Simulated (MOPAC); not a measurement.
MOPAC input (PM3):

```
PM3 PRECISE GNORM=0.05 LET XYZ GEO-OK AUX(PRECISION=9) THREADS=1
ClNa

Na   -0.00000000 1   -0.00000000 1   -1.43481058 1
Cl    0.00000000 1    0.00000000 1    0.92840684 1
```

Output:

```
 *******************************************************************************
 **                                                                           **
 **                              MOPAC v23.2.5                                **
 **                                                                           **
 *******************************************************************************
 ** MOPAC's Digital Object Identifier: https://doi.org/10.5281/zenodo.6511958 **
 **                                                                           **
 ** Please cite the open-source release paper for use of this MOPAC version:  **
 ** J. E. Moussa and J. J. P. Stewart (2026)                                  **
 ** MOPAC: An open-source semiempirical molecular orbital program             **
 ** J. Open Source Softw., 11(119), 8025, https://doi.org/10.21105/joss.08025 **
 *******************************************************************************

                              PM3 CALCULATION RESULTS

 *******************************************************************************
 *  PM3        - The PM3 Hamiltonian to be used
 *  GEO-OK     - OVERRIDE INTERATOMIC DISTANCE AND OTHER SAFETY CHECKS
 *  LET        - OVERRIDE SOME SAFETY CHECKS
 *  PRECISE    - TIGHTER CRITERIA TO BE USED
 *  XYZ        - CARTESIAN COORDINATE SYSTEM TO BE USED
 *  GNORM      - EXIT WHEN GRADIENT NORM DROPS BELOW 0.050
 *  AUX        - OUTPUT AUXILIARY INFORMATION
 *******************************************************************************
PM3 PRECISE GNORM=0.05 LET XYZ GEO-OK AUX(PRECISION=9) THREADS=1
 ClNa

   ATOM   CHEMICAL          X               Y               Z
  NUMBER   SYMBOL      (ANGSTROMS)     (ANGSTROMS)     (ANGSTROMS)

     1      Na         -0.00000000  *  -0.00000000  *  -1.43481058  *
     2      Cl          0.00000000  *   0.00000000  *   0.92840684  *

          CARTESIAN COORDINATES

    NO.       ATOM           X           Y           Z

     1        Na         -0.0000     -0.0000     -1.4348
     2        Cl          0.0000      0.0000      0.9284

 Na: (PM3): J. J. P. STEWART, J. MOL. MOD., 10, 155-164 (2004)
 Cl: (PM3): J. J. P. STEWART, J. COMP. CHEM. 10, 209 (1989).

           Empirical Formula: Na Cl  =     2 atoms

      MOLECULAR POINT GROUP   :   C*v

      RHF CALCULATION, NO. OF DOUBLY OCCUPIED LEVELS = 4

          Geometry optimization using EF

          DIAGONAL MATRIX USED AS START HESSIAN

 CYCLE:     1  GRAD.:     4.921 HEAT: -40.29791
 CYCLE:     2  GRAD.:     0.504 HEAT: -40.35293
 CYCLE:     3  GRAD.:     0.015 HEAT: -40.35349

     GRADIENT =  0.01450 IS LESS THAN CUTOFF =  0.05000

 -------------------------------------------------------------------------------
 PM3 PRECISE GNORM=0.05 LET XYZ GEO-OK AUX(PRECISION=9) THREADS=1
 ClNa

     GEOMETRY OPTIMISED USING EIGENVECTOR FOLLOWING (EF).
     SCF FIELD WAS ACHIEVED

                              PM3 CALCULATION
                                                       MOPAC v23.2.5 Linux

          FINAL HEAT OF FORMATION =        -40.35349 KCAL/MOL =    -168.83900 KJ/MOL

          COSMO AREA              =        106.76 SQUARE ANGSTROMS
          COSMO VOLUME            =         98.51 CUBIC ANGSTROMS

          GRADIENT NORM           =          0.01450          =       0.01025 PER ATOM
          IONIZATION POTENTIAL    =          9.368776 EV
          HOMO LUMO ENERGIES (EV) =         -9.369  0.839
          NO. OF FILLED LEVELS    =          4
          MOLECULAR WEIGHT        =         58.4428         POINT GROUP:  C*v

          MOLECULAR DIMENSIONS (Angstroms)

            Atom       Atom       Distance
           Cl     2   Na     1     2.33165
           Cl     2   Na     1     0.00000
           Na     1   Cl     2     0.00000

          SCF CALCULATIONS        =          4

   ATOM   CHEMICAL          X               Y               Z
  NUMBER   SYMBOL      (ANGSTROMS)     (ANGSTROMS)     (ANGSTROMS)

     1      Na          0.00000000  *   0.00000000  *  -1.41902915  *
     2      Cl          0.00000000  *   0.00000000  *   0.91262541  *

                             CARTESIAN COORDINATES

   1   Na        0.000000000     0.000000000    -1.419029148
   2   Cl        0.000000000     0.000000000     0.912625408

           Empirical Formula: Na Cl  =     2 atoms

      MOLECULAR POINT GROUP   :   C*v

                  EIGENVALUES
 -53.45735  -9.62178  -9.36878  -9.36878   0.83908   0.83908   1.20015   2.46179

              NET ATOMIC CHARGES AND DIPOLE CONTRIBUTIONS

  ATOM NO.   TYPE          CHARGE      No. of ELECS.   s-Pop       p-Pop
    1         Na           0.649956        0.3500     0.02720     0.32285
    2         Cl          -0.649956        7.6500     1.96264     5.68732
 DIPOLE           X         Y         Z       TOTAL
 POINT-CHG.    -0.000    -0.000    -7.279     7.279
 HYBRID         0.000    -0.000    -0.422     0.422
 SUM            0.000    -0.000    -7.701     7.701

          ATOMIC ORBITAL ELECTRON POPULATIONS

     Atom    s        px        py        pz
    1 Na   0.02720   0.09154   0.09154   0.13976
    2 Cl   1.96264   1.90846   1.90846   1.87041

 **********************
 *                    *
 * JOB ENDED NORMALLY *
 *                    *
 **********************

 == MOPAC DONE ==
```
